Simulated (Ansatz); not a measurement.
```yaml
crystal:
  periodic: [false, false, false]
  atoms:
    - {symbol: Zr, position_ang: [-0.278661, 0.003133, -0.000510]}
    - {symbol: N, position_ang: [1.654386, -0.078698, 0.003296]}
    - {symbol: H, position_ang: [2.230409, 0.810060, 0.000370]}
basis:
  gaussian: {orbitals: def2-TZVP}
total_charge: 1
magnetization: {spin_polarized: true, initial_magnetization: 1}
hamiltonian: {xc: pbe0}
relax: {f_tol: 0.004, max_steps: 80}
```

```sh
$ ansatz run in.yaml --threads 1 --pin off --events-out ev --progress --plain --max-ram 2176MiB
```

Steps of the relaxation (energy above the last step; positions in Å, forces in eV/Å):

```
3
step 1, 982.2 meV
Zr   -0.279    0.003   -0.001    4.687   -0.512    0.011
N     1.654   -0.079    0.003   -4.491    1.868   -0.016
H     2.230    0.810    0.000   -0.196   -1.356    0.006
```

```
3
step 2, 375.8 meV
Zr   -0.202   -0.021    0.000   -0.327   -0.428    0.001
N     1.556   -0.013    0.003    0.446    1.638   -0.006
H     2.253    0.769    0.001   -0.119   -1.210    0.005
```

```
3
step 3, 235.1 meV
Zr   -0.223   -0.057    0.000   -0.361   -0.400    0.001
N     1.526    0.056    0.002    0.304    1.200   -0.005
H     2.303    0.735    0.001    0.057   -0.799    0.004
```

```
3
step 6, 0.0 meV
Zr   -0.246   -0.172    0.000    0.008    0.004    0.000
N     1.438    0.314    0.001   -0.027   -0.013    0.000
H     2.415    0.593    0.002    0.019    0.009    0.000
```

```
3
step 8, 0.0 meV
Zr   -0.246   -0.172    0.000    0.000    0.000    0.000
N     1.438    0.313    0.001    0.000    0.000    0.000
H     2.415    0.594    0.002    0.000    0.000    0.000
```

Close pairs at the end: N2–H3 1.016 Å, Zr1–N2 1.753 Å, Zr1–H3 2.769 Å.

A stationary point of unrestricted PBE0 after 8 steps, with ⟨S²⟩ = 0.759 against 0.75 for a pure state; no frequencies were run, so it isn't proven a minimum. 4.3 min on 1 thread of Arm Neoverse N1, shared host.
